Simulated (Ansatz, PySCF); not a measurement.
This PySCF input computes a PBE0/def2-TZVPD energy:

```python
from pyscf import gto, scf, dft

mol = gto.M(
    atom='''
    O    -1.05073224   -0.47616366   -0.00735618
    C    -0.07562986    0.30382496    0.00787443
    O     1.15136738    0.07188593   -0.00312174
    H    -0.35130198    1.41127208    0.03657684
    ''',
    basis='def2-tzvpd',
    charge=-1,
    spin=0,
    verbose=4,
)

mf = dft.RKS(mol, xc='pbe0').density_fit(auxbasis='def2-universal-jkfit')
mf.grids.level = 3
mf.conv_tol = 1e-9
mf.max_cycle = 100
mf.max_memory = 1500
mf.kernel()
if not mf.converged:
    mf = mf.newton()
    mf.kernel(mf.make_rdm1())
mf.analyze()
```

**Question.** Write an input for the same energy in Ansatz (an electronic-structure program) and say what it gives.

**Answer.** 
Ansatz 0.2 input:
```yaml
crystal:
  periodic: [false, false, false]
  atoms:
    - {symbol: O, position_ang: [-1.05073224, -0.47616366, -0.00735618]}
    - {symbol: C, position_ang: [-0.07562986, 0.30382496, 0.00787443]}
    - {symbol: O, position_ang: [1.15136738, 0.07188593, -0.00312174]}
    - {symbol: H, position_ang: [-0.35130198, 1.41127208, 0.03657684]}
basis:
  gaussian:
    orbitals: def2-TZVPD
hamiltonian:
  xc: {name: PBE0}
total_charge: -1
output: {forces: true}
```
It gives -189.08265 Eh, and PySCF -189.08266 Eh, a difference of 0.01 mEh.

It need not be the lowest isomer of its formula. Whether it binds its extra electron was not tested at this geometry.
